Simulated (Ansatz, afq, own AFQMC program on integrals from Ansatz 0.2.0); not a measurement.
F, doublet → F⁻, singlet

A free F atom.

E(singlet, charge -1) − E(doublet, charge +0) at this geometry, on UHF and RHF determinants.

Basis aug-cc-pVDZ. Only valence electrons are correlated. Ansatz 0.2.0 and our own AFQMC program on the same integrals; the CISD trial comes from CCSD amplitudes, and released means the phaseless constraint is let go. ± is one standard error of the sampling. The errors of all members are added in quadrature.

Full CI on the same integrals is exact in this basis and with this determinant's frozen core.

Errors are counted within aug-cc-pVDZ, not against nature.

Cautions: F⁻ (singlet): raised T1 diagnostic (T1 0.023, weight of the determinant 0.94, largest double 0.04).

```tsv
level	vertical energy of electron attachment (eV)
CCSD	-3.128
HF	-1.284
```

Problem. From these cheaper values, estimate the vertical energy of electron attachment at the reference level in aug-cc-pVDZ.

Solution. -3.239 eV (full CI in aug-cc-pVDZ).

```
         level  vertical energy of electron attachment (eV)  error against FCI (eV)
           MP2                                       -3.544                  -0.306
       CCSD(T)                                       -3.226                   0.012
         CCSDT                                       -3.230                   0.009
      CCSDT(Q)                                       -3.242                  -0.003
        CCSDTQ                                       -3.240                  -0.001
 ph-AFQMC/CISD                               -3.252 ± 0.005          -0.014 ± 0.005
released AFQMC                               -3.247 ± 0.003          -0.008 ± 0.003
```

Correlation beyond CCSD(T) takes off 0.012 eV. The perturbative (T) step is worth −0.099 eV.

CCSDT and higher add their correlation energy to the determinant of the CCSD(T) run, since their own runs factorise the integrals more tightly (a shift of under 2 meV). A walk keeps the symmetry of its determinant, which the program's search chose and which needn't be the lowest solution, so a lower state of the same spin and another symmetry isn't excluded. Released energies are given only where the last usable release times agree within the noise; a slower fall can still hide under it.
